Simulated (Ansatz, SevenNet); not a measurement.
Wurtzite AlN: properties by level of theory

Reference values: lattice constant a 3.111 Å (measured, low temperature, extrapolated to low temperature; as tabulated in arXiv:1206.3780); lattice parameter c 4.979 Å (measured, low temperature, extrapolated to low temperature; as tabulated in arXiv:1206.3780).

| level (code) | lattice parameter a (Å) | lattice parameter c (Å) |
|---|---|---|
| SevenNet-0 | … | 5.014 |
| revPBE (Ansatz) | … | 5.042 |
| PBE-D3(BJ) (Ansatz) | 3.109 | 4.978 |
| r²SCAN (Ansatz) | … | 4.978 |
| r²SCAN-D4 (Ansatz) | 3.099 | … |
| B3LYP (VWN-RPA form) (Ansatz) | 3.116 | 5.002 |

Q: Some entries are withheld; supply them.

A: 
- SevenNet-0, lattice parameter a (Å): 3.128
- revPBE (Ansatz, an electronic-structure program), lattice parameter a (Å): 3.145
- r²SCAN (Ansatz), lattice parameter a (Å): 3.107
- r²SCAN-D4 (Ansatz), lattice parameter c (Å): 4.963

Differences from the reference values (errors of the level alone only where the reference is corrected to a static lattice):

```csv
level,lattice constant a (%),lattice parameter c (%)
SevenNet-0,+0.55,+0.70
revPBE,+1.09,+1.27
PBE-D3(BJ),-0.06,-0.02
r²SCAN,-0.13,-0.02
r²SCAN-D4,-0.39,-0.32
B3LYP (VWN-RPA form),+0.16,+0.46
```

Nearest: lattice constant a, not ranked (one source); lattice parameter c, not ranked (one source).

Machine-learned potentials (SevenNet-0) are trained on DFT data: a solid inside that data is no test of them.

Ansatz's density-functional and Hartree–Fock values are scalar-relativistic unless marked +SOC, with PAW data made under PBE.

Differences are worked out from the printed values.
